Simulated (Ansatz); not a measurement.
# BH5Si: the cost of one run

Program: Ansatz 0.2.0, Gaussian basis. Level of theory: PBE0-D4/def2-TZVP structures, single points in def2-TZVPP, no counterpoise correction. These are calculated values, not measurements.

Levels: SPW92, PBE-D4, BLYP-D4, r2SCAN-D4, B97M-V, PBE0-D4, B3LYP-D4, r2SCAN0-D4, BHLYP-D4, CAM-B3LYP-D4, wB97X-V, wB97M-V, B2PLYP, PBE-QIDH, RPA on PBE, Hartree-Fock, MP2, CCSD, CCSD(T).

Cores are frozen in the correlated methods. B3LYP uses VWN-RPA correlation. B2PLYP carries no dispersion term here.

94 further runs of the same task are left out: 94 set aside as unsound or not needed.

### Step 1. The starting structure

The complex: 9 atoms, charge 0, spin multiplicity 1.

Atoms are counted from 1 here; the program's logs count them from 0.

Bond lengths: B1–H3 1.198 Å, B1–H4 1.199 Å, B1–Si6 2.012 Å, Cl2–H5 1.287 Å, Si6–H7 1.491 Å, Si6–H8 1.492 Å, Si6–H9 1.502 Å. Angles: H3–B1–H4 116.7°, H3–B1–Si6 117.7°, H4–B1–Si6 119.2°, B1–Si6–H7 112.1°, B1–Si6–H8 114.4°, B1–Si6–H9 109.7°, H7–Si6–H8 107.7°, H7–Si6–H9 106.8°, H8–Si6–H9 105.7°.

Coordinates:

```
B    -0.7078   -0.8177   -0.0013
Cl   -1.6553    0.7523   -1.1896
H    -0.5713   -1.6383   -0.8633
H    -1.6248   -0.9768    0.7541
H    -0.5953    1.2726   -1.7026
Si    0.9371    0.1456    0.6420
H     1.9576   -0.7926    1.1909
H     0.6768    1.1881    1.6765
H     1.5830    0.8666   -0.5068
```

Its parts: SiBH₅ holds atoms 1, 3, 4, 6, 7, 8, 9; HCl holds atoms 2, 5. Each part counts its atoms afresh in its own runs.

### Step 2. Relaxing SiBH₅ alone

relax-a/in.yaml

```yaml
crystal:
  periodic: [false, false, false]
  atoms:
    - {symbol: B, position_ang: [-0.707835, -0.817700, -0.001304]}
    - {symbol: H, position_ang: [-0.571273, -1.638292, -0.863269]}
    - {symbol: H, position_ang: [-1.624830, -0.976825, 0.754144]}
    - {symbol: Si, position_ang: [0.937085, 0.145591, 0.642019]}
    - {symbol: H, position_ang: [1.957580, -0.792582, 1.190891]}
    - {symbol: H, position_ang: [0.676807, 1.188096, 1.676475]}
    - {symbol: H, position_ang: [1.582986, 0.866627, -0.506802]}
basis:
  gaussian: {orbitals: def2-TZVP}
hamiltonian: {xc: pbe0, dispersion: d4}
relax: {f_tol: 0.005, max_steps: 200}
```

Launch:

```sh
$ ansatz run in.yaml --threads 2 --pin off --events-out ev --progress --plain --max-ram 4352MiB
```

**Question.** How long does this run take on 2 threads of Intel Xeon 6975P-C, shared host?

About 8 s.
